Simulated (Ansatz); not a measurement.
```yaml
crystal:
  periodic: [false, false, false]
  atoms:
    - {symbol: C, position_ang: [-0.612041, 1.680129, 0.265363]}
    - {symbol: N, position_ang: [-0.214192, 0.588001, 0.092871]}
    - {symbol: N, position_ang: [0.214190, -0.588005, -0.092869]}
    - {symbol: C, position_ang: [0.612033, -1.680135, -0.265365]}
basis:
  gaussian: {orbitals: def2-SVP, point_charges: [{charge: 0.50, position_ang: [4.550, 0.289, 0.699]}]}
hamiltonian: {xc: {name: HF}}
correlation: {method: mp2, frozen_orbitals: {C: 9}}
```

```sh
$ ansatz run in.yaml --threads 4 --pin off --events-out ev --progress --plain --max-ram 10444MiB
```

Shortened log:

```
Functional definition: HF
Error: "frozen_orbitals" has no count for N
```

**Question.** What is wrong with this run?

**Answer.** Frozen orbitals are typed for one element alone, and the program wants a count for each. The input was rejected before any iteration.
